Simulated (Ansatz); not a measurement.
CH₆B₂, SMILES BCB, a single point in a Gaussian basis

Computed with Ansatz 0.2.0, Python API.

The script, `energy_ch6b2.py`:
```python
"""Single point of CH6B2 in a Gaussian basis."""

import warnings

import ansatz as az
from ase import Atoms

config = {
    "basis_set": "def2-TZVPP",
    "xc": "pbe",
}

warnings.simplefilter("ignore", az.DeckWarning)

atoms = Atoms(["B", "C", "B", "H", "H", "H", "H", "H", "H"], positions=[
    (-0.4687, 0.5857, -1.0475),
    (0.5775, -0.0741, -0.1539),
    (-0.1079, -0.5695, 1.1895),
    (-1.3745, 0.0271, -1.4528),
    (-0.3885, 1.7552, -1.3917),
    (1.3896, 0.6699, 0.0729),
    (1.0373, -0.9355, -0.6931),
    (0.3537, -0.1392, 2.2318),
    (-0.93, -1.3659, 1.2277),
])
ch6b2 = az.Crystal.molecule_from_ase(atoms)

base = ch6b2.calculation()
base = base.basis(gaussian=config["basis_set"])
base = base.functional(config["xc"])
res = base.run(threads=1)
report = res.report

for key in ("converged", "free_energy_ev", "reference_energy_ev", "n_frozen", "n_occupied", "n_virtual"):
    print(f"{key:22s} {report[key]}")

state = report["mean_field"]["state"]
print(f"mean field: {state['energy']['hartree']:.7f} Ha, <S^2> = {abs(state['spin_squared']):.4f}, stability: {state.get('stability', {}).get('kind')}")
```

Running `python energy_ch6b2.py` prints:
```text
converged              True
free_energy_ev         -2482.4747827051438
reference_energy_ev    -2482.4747827051438
n_frozen               0
n_occupied             [11, 11]
n_virtual              [166, 166]
mean field: -91.2292656 Ha, <S^2> = 0.0000, stability: minimum
```

Caveats:
- Total energies depend on the basis set; only differences at equal settings carry meaning.
- The geometry is a force-field or estimated start, not a minimum of this method, and the basis set is short of its limit.
- The whole script took 3.3 s on 1 thread of Arm Neoverse V1, on a shared host, peak memory 0.23 GiB.
